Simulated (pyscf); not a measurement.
Single points on ωB97X-D3(BJ)/def2-SVP structures (PySCF, gas phase). MP2 and CC: frozen core, UHF for open shells. ΔMP2 is the change of the MP2 total energy from the triple- to the quadruple-zeta basis.

SMILES: BCCN
```xyz
12

B     -1.3495    -1.1284    -0.9566
C     -0.2097    -0.3379    -1.6811
C      0.6168     0.6441    -0.8353
N     -0.1419     1.7049    -0.1873
H     -1.5804    -0.9929     0.2274
H     -2.0257    -1.9193    -1.5777
H      0.4374    -1.0899    -2.1782
H     -0.6787     0.1900    -2.5380
H      1.3989     1.1127    -1.4574
H      1.1539     0.0851    -0.0497
H     -0.6719     2.2368    -0.8770
H     -0.8223     1.3095     0.4601
```

Problem. What is the homolytic dissociation enthalpy (298 K, CCSD(T)/def2-TZVPP + ΔMP2(QZVPP)) of the C–C bond of H₂B–CH₂–CH₂–NH₂, to H₂B–CH₂• + •H₂C–NH₂?

Solution. C–C to H₂B–CH₂• + •H₂C–NH₂: 72.5 kcal/mol. The radicals are drawn with the spin at the cut bond; how far it spreads was not checked. H₂B–CH₂–CH₂–NH₂ lies 64.8 kcal/mol over its isomer H₃C–B(CH₃)–NH₂, and others may lie lower still (electronic energy, ωB97M-D3(BJ)). Other isomers of H₂B–CH₂•, •H₂C–NH₂ were not searched in full and may lie lower. The CCSD(T) − MP2 part came from Ansatz, without density fitting, on the same reference.
